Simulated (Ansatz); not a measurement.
**NH₃, triplet: reading a ladder of total energies**

Geometry: that of the NH3, singlet, kept fixed. The singlet lies 7.0 eV lower here.

```xyz
4

N     0.0003   -0.0001   -0.0667
H     0.9385    0.0130    0.3137
H    -0.4826    0.8082    0.3055
H    -0.4607   -0.8202    0.3074
```

Basis cc-pVDZ; Ansatz 0.2.0. Only valence electrons are correlated (noble-gas cores frozen), which leaves 8 electrons in 28 orbitals. R marks a restricted (for open shells ROHF) determinant, U an unrestricted one.

Full CI isn't at hand for all of this; UCCSDT(Q) serves as the reference, and is uncertain by the last step of the cluster series or more.

UCCSD has a T1 diagnostic of 0.007 and a largest doubles amplitude of 0.03.

Runs differ by some tens of microhartree through their thresholds and, for an open shell, their frozen cores, so steps under 0.03 kcal/mol mean nothing.

| level | total energy (hartree) |
| --- | --- |
| UHF | -55.961657 |
| UMP2 | -56.120456 |
| UCCSD | -56.140661 |
| UCCSD(T) | -56.144412 |
| UCCSDT | -56.144897 |
| UCCSDT(Q) | -56.145136 |

Question: What is the correlation energy at UCCSDT(Q), and what share of it do UMP2 and UCCSDT recover?

Answer: E(corr) = -56.145136 − (-55.961657) = -0.183479 hartree = -4.993 eV. UMP2: -0.158799 / -0.183479 = 86.55 %. UCCSDT: -0.183240 / -0.183479 = 99.87 %.

Question: By how many kcal/mol does UCCSD(T) miss UCCSDT(Q) (1 hartree = 627.509 kcal/mol), and which steps make up the rest?

Answer: -56.144412 − (-56.145136) = 0.000724 hartree = 0.45 kcal/mol. Steps: UCCSDT − UCCSD(T) = -0.30, UCCSDT(Q) − UCCSDT = -0.15 kcal/mol. That is within 1 kcal/mol of the reference in this basis, which itself misses far more of the correlation at the basis-set limit.
